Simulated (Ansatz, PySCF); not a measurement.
Bond stretch in Li₂, singlet.

Levels of theory: FCI = full CI/cc-pVTZ, frozen core (Ansatz, a first-principles code); RKS-BHandHLYP = PySCF 2.14.0 with restricted BHandHLYP/cc-pVTZ; RHF/6-31G* = restricted Hartree-Fock/6-31G*, spherical d in PySCF.

Total energies in hartree (comparable only within one method and basis):

```
R / Å        FCI  RKS-BHandHLYP  RHF/6-31G*
-----  ---------  -------------  ----------
2.07   -14.88566      -14.98134   -14.84206
2.18   -14.89215      -14.98803   -14.84998
2.35   -14.89878      -14.99482   -14.85859
2.45   -14.90111      -14.99719   -14.86194
2.62   -14.90304      -14.99912   -14.86532
2.68   -14.90322      -14.99930   -14.86594
2.74   -14.90319      -14.99925   -14.86630
2.85   -14.90266      -14.99869   -14.86641
2.92   -14.90207      -14.99806   -14.86615
2.96   -14.90165      -14.99762   -14.86590
3.12   -14.89953      -14.99538   -14.86429
3.41   -14.89454      -14.99001   -14.85961
3.74   -14.88827      -14.98295   -14.85274
4.09   -14.88204      -14.97533   -14.84478
4.59   -14.87504      -14.96524   -14.83351
5.01   -14.87113      -14.95790   -14.82471
5.48   -14.86848      -14.95097   -14.81585
6.10   -14.86673      -14.94375   -14.80584
6.68   -14.86601      -14.93862   -14.79806
7.36   -14.86566      -14.93416   -14.79064
8.25   -14.86548      -14.93012   -14.78332
```

The restricted form behind RKS-BHandHLYP, RHF/6-31G* keeps the bonding electrons paired and can't separate into open-shell fragments.
